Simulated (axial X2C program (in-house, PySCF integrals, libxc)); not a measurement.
# Which functional? An output for SiB⁺

An SCF output computed with an in-house relativistic program for diatomic molecules for SiB⁺ at 2.110 Å, two-component, state Ω = 2, Si dyall-v3z [8s7p2d1f], B dyall-v3z [7s6p2d1f] (cores contracted in-house), without its first line:

```
basis functions 88  fitting functions 564  grid points 4359
iter        total energy     max residual
   1       -313.739207361     6.02e-02
   2       -313.749559569     5.85e-03
   3       -313.750477766     3.07e-03
   4       -313.750764360     1.49e-03
   5       -313.750853440     5.35e-04
   6       -313.750869957     3.57e-04
   7       -313.750877930     1.55e-04
   8       -313.750879350     5.69e-05
   9       -313.750879653     5.24e-05
  10       -313.750879789     3.90e-05
  11       -313.750879928     2.32e-05
  12       -313.750880047     1.63e-05
  13       -313.750880072     1.63e-05
  14       -313.750880089     1.63e-05
  15       -313.750880066     1.63e-05
  16       -313.750879411     1.40e-05
  17       -313.750878339     1.03e-05
  18       -313.750878154     9.76e-06
  19       -313.750877334     7.94e-06
  20       -313.750876870     6.70e-06
  21       -313.750876502     1.04e-05
  22       -313.750876735     9.72e-06
  23       -313.750876856     1.34e-05
  24       -313.750876859     7.66e-06
  25       -313.750876861     8.03e-06
  26       -313.750876864     1.03e-05
  27       -313.750876870     1.65e-05
  28       -313.750876880     2.27e-05
  29       -313.750876897     3.03e-05
  30       -313.750876926     4.43e-05
  31       -313.750876977     5.86e-05
  32       -313.750877086     7.13e-05
  33       -313.750877783     1.86e-04
  34       -313.750881640     4.29e-04
  35       -313.750882467     5.79e-04
  36       -313.750885586     4.16e-04
  37       -313.750888764     2.62e-04
  38       -313.750890461     2.03e-04
  39       -313.750892254     1.79e-04
  40       -313.750892729     5.22e-05
  41       -313.750892808     2.43e-05
  42       -313.750892830     1.55e-05
  43       -313.750892839     1.33e-05
  44       -313.750892841     9.07e-06
  45       -313.750892843     3.79e-06
  46       -313.750892843     2.95e-06
converged
one-electron -463.54200830  Coulomb 156.21777903  exact exchange -23.94460691  xc functional 0.00000000  nuclear repulsion 17.55564207  atomic mean-field constant -0.03769873
```

Question: Which level of theory produced it?
A. PBE0
B. PBEsol
C. HF

Answer: C. The exact-exchange term against the functional term shows a share of 1 of exact exchange.
